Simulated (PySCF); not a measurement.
C₅H₉F.
Numbering: `[CH3:1]/[CH:2]=[C:3](\[F:4])[CH2:5][CH3:6]` (hydrogens: H7, H8, H9 on C1; H10 on C2; H11, H12 on C5; H13, H14, H15 on C6)

The same species was optimised twice, with GFN2-xTB and with PBE0-D3(BJ)/def2-SVP (PySCF), and the same property calculations (PySCF, gas phase) were run on both structures.

| coordinate | GFN2-xTB | PBE0-D3(BJ)/def2-SVP | change |
| --- | --- | --- | --- |
| C3–F4 (Å) | 1.361 | 1.347 | -0.014 |
| C2=C3 (Å) | 1.323 | 1.334 | +0.011 |
| C3–C5 (Å) | 1.495 | 1.490 | -0.005 |
| C5–C6 (Å) | 1.530 | 1.526 | -0.004 |
| C1–C2 (Å) | 1.493 | 1.491 | -0.002 |
| C3–C5–C6 (°) | 111.1 | 113.1 | +2.0 |
| F4–C3–C5 (°) | 112.4 | 112.2 | -0.2 |
| C2–C3–C5 (°) | 127.9 | 128.1 | +0.2 |
| C1–C2–C3 (°) | 125.2 | 125.1 | -0.1 |
| C2–C3–F4 (°) | 119.7 | 119.7 | 0.0 |
| C2–C3–C5–C6 (°) | 108 | 120 | +12 |

Rotational constants: A = 6951, B = 2093, C = 1821 MHz (GFN2-xTB) against A = 7428, B = 2048, C = 1785 MHz (PBE0-D3(BJ)/def2-SVP). Point groups within 0.08 Å: C1 and C1.

On the GFN2-xTB structure: lowest singlet, TDDFT (eV) 6.56 [CAM-B3LYP/def2-SVPD]; isotropic polarisability (au) 63.5 [CAM-B3LYP/def2-SVPD]; HOMO (eV) -8.29 [CAM-B3LYP/def2-SVPD]; LUMO (eV) 1.28 [CAM-B3LYP/def2-SVPD]; dipole (D) 1.55 [CAM-B3LYP/def2-SVPD]; HOMO (eV) -6.89 [PBE0/pcSseg-1]; LUMO (eV) 0.81 [PBE0/pcSseg-1]; dipole (D) 1.45 [PBE0/pcSseg-1]; GIAO shielding of C1 (ppm) 174.6 [PBE0/pcSseg-1]; GIAO shielding of C2 (ppm) 79.8 [PBE0/pcSseg-1]; GIAO shielding of C3 (ppm) 14.3 [PBE0/pcSseg-1]; GIAO shielding of F4 (ppm) 289.9 [PBE0/pcSseg-1]; GIAO shielding of C5 (ppm) 155.0 [PBE0/pcSseg-1]; GIAO shielding of C6 (ppm) 170.9 [PBE0/pcSseg-1].

What do these properties become on the PBE0-D3(BJ)/def2-SVP structure?

```json
{"property": "lowest singlet, TDDFT (eV)", "level": "CAM-B3LYP/def2-SVPD", "on GFN2-xTB": "6.56", "on PBE0-D3(BJ)/def2-SVP": "6.50", "change": "-0.06"}
{"property": "isotropic polarisability (au)", "level": "CAM-B3LYP/def2-SVPD", "on GFN2-xTB": "63.5", "on PBE0-D3(BJ)/def2-SVP": "64.7", "change": "+1.2"}
{"property": "HOMO (eV)", "level": "CAM-B3LYP/def2-SVPD", "on GFN2-xTB": "-8.29", "on PBE0-D3(BJ)/def2-SVP": "-8.23", "change": "+0.06"}
{"property": "LUMO (eV)", "level": "CAM-B3LYP/def2-SVPD", "on GFN2-xTB": "1.28", "on PBE0-D3(BJ)/def2-SVP": "1.27", "change": "-0.01"}
{"property": "dipole (D)", "level": "CAM-B3LYP/def2-SVPD", "on GFN2-xTB": "1.55", "on PBE0-D3(BJ)/def2-SVP": "1.44", "change": "-0.11"}
{"property": "energy, GFN2-xTB geometry as zero (kcal/mol)", "level": "CAM-B3LYP/def2-SVPD", "on GFN2-xTB": "0.0", "on PBE0-D3(BJ)/def2-SVP": "-0.7", "change": "-0.7"}
{"property": "HOMO (eV)", "level": "PBE0/pcSseg-1", "on GFN2-xTB": "-6.89", "on PBE0-D3(BJ)/def2-SVP": "-6.84", "change": "+0.05"}
{"property": "LUMO (eV)", "level": "PBE0/pcSseg-1", "on GFN2-xTB": "0.81", "on PBE0-D3(BJ)/def2-SVP": "0.74", "change": "-0.07"}
{"property": "dipole (D)", "level": "PBE0/pcSseg-1", "on GFN2-xTB": "1.45", "on PBE0-D3(BJ)/def2-SVP": "1.34", "change": "-0.11"}
{"property": "energy, GFN2-xTB geometry as zero (kcal/mol)", "level": "PBE0/pcSseg-1", "on GFN2-xTB": "0.0", "on PBE0-D3(BJ)/def2-SVP": "-0.6", "change": "-0.6"}
{"property": "GIAO shielding of C1 (ppm)", "level": "PBE0/pcSseg-1", "on GFN2-xTB": "174.6", "on PBE0-D3(BJ)/def2-SVP": "173.1", "change": "-1.5"}
{"property": "GIAO shielding of C2 (ppm)", "level": "PBE0/pcSseg-1", "on GFN2-xTB": "79.8", "on PBE0-D3(BJ)/def2-SVP": "78.4", "change": "-1.4"}
{"property": "GIAO shielding of C3 (ppm)", "level": "PBE0/pcSseg-1", "on GFN2-xTB": "14.3", "on PBE0-D3(BJ)/def2-SVP": "15.0", "change": "+0.7"}
{"property": "GIAO shielding of F4 (ppm)", "level": "PBE0/pcSseg-1", "on GFN2-xTB": "289.9", "on PBE0-D3(BJ)/def2-SVP": "291.2", "change": "+1.3"}
{"property": "GIAO shielding of C5 (ppm)", "level": "PBE0/pcSseg-1", "on GFN2-xTB": "155.0", "on PBE0-D3(BJ)/def2-SVP": "154.5", "change": "-0.5"}
{"property": "GIAO shielding of C6 (ppm)", "level": "PBE0/pcSseg-1", "on GFN2-xTB": "170.9", "on PBE0-D3(BJ)/def2-SVP": "170.8", "change": "-0.1"}
```

The heavy atoms differ by 0.083 Å rms after alignment. Among bonds between heavy atoms C3–F4 changes most (-0.014 Å). Changes are differences of the printed values. Neither structure is proved a minimum here.

Shape of the structure used: `[CH3:1]/[CH:2]=[C:3](\[F:4])[CH2:5][CH3:6]`: C2–C3–C5–C6 120°.
